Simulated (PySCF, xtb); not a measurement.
Homolysis of single bonds, series SiH2Cl-X. Isolated molecules, 0 K electronic values unless said otherwise. One relaxed conformer stands for each flexible species; it need not be the lowest. Strings in code marks are SMILES.

Quantity: homolytic bond dissociation enthalpy at 298 K (no spin–orbit term), in eV. Enthalpy corrections at 298 K come from GFN2-xTB frequencies (xtb).

A: Si–Si bond of `[SiH3][SiH2]Cl`, giving `[SiH2]Cl` and `[SiH3]`
B: C–Si bond of `C=C[SiH2]Cl` (C–C–Si–Cl torsion 119°), giving `[CH]=C` and `[SiH2]Cl`
C: Cl–Si bond of `Cl[SiH2]Cl`, giving `[Cl]` and `[SiH2]Cl`
D: Si–Cl bond of `C=C[SiH2]Cl` (C–C–Si–Cl torsion 119°), giving `C=C[SiH2]` and `[Cl]`
E: F–Si bond of `F[SiH2]Cl`, giving `[F]` and `[SiH2]Cl`
F: Si–Cl bond of `F[SiH2]Cl`, giving `F[SiH2]` and `[Cl]`

**Question.** Rank these by homolytic bond dissociation enthalpy at 298 K (no spin–orbit term) (lowest first), as B3LYP-D3(BJ)/def2-TZVP (PySCF) gives it.

**Answer.** A (3.20 eV), B (4.08 eV), D (4.58 eV), C (4.64 eV), F (4.82 eV), E (6.51 eV)
